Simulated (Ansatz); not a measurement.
Consider the atomization: `S[SiH2]Cl` → Cl• + 3 H• + S• + Si•.

Calculated with Ansatz (gas phase, PBE0-D4/def2-TZVP geometries, no zero-point term in ΔE). CCSD(T)/CBS adds triple-zeta CCSD(T) − MP2 to the extrapolated MP2 energy (def2 sets, frozen cores). This one scheme is used for every species, atoms too. Open shells (•) are unrestricted, without spin–orbit coupling. Spin–orbit coupling would lower the free atoms: a little for Cl, S, Si. One conformer a species, not always the lowest.

`S[SiH2]Cl`:

Cartesian coordinates in Å:
```
S -1.314 0.499 0.966
Si 0.136 -0.034 -0.487
Cl 0.866 -1.936 -0.228
H -0.425 0.572 1.972
H 1.302 0.874 -0.437
H -0.565 0.026 -1.786
```

```
    species  CCSD(T)/CBS(def2) energy (Eh)
`S[SiH2]Cl`                    -1148.50980
        Cl•                     -459.70966
         H•                       -0.50000
         S•                     -397.67955
        Si•                     -288.94402
```

(1) Work out ΔE.

Largest T1 diagnostic among the species: 0.012.

Answers

(1) ΔE = 3 × (-0.50000) + (-459.70966) + (-397.67955) + (-288.94402) − (-1148.50980) = 0.67657 Eh = +424.6 kcal/mol.

The D4 term adds +5.6 kcal/mol with B3LYP and +2.9 kcal/mol with PBE0; it sums over pairs of atoms, weighted by their polarisabilities, and B3LYP, whose exchange is more repulsive, gets the larger term. From PBE to PBE0 (25 % exact exchange), in def2-TZVPP and without D4, ΔE moves by −2.2 kcal/mol: exact exchange takes away binding that semilocal exchange gives to molecules.

B3LYP here is the variant with VWN-RPA as its local correlation; programs differ in this.

For atomizations the MP2-based limit and the directly extrapolated one differ by several kJ/mol either way, and by 10 to 25 for some Ge, Se and Sn compounds, so smaller differences from it don't rank the levels.
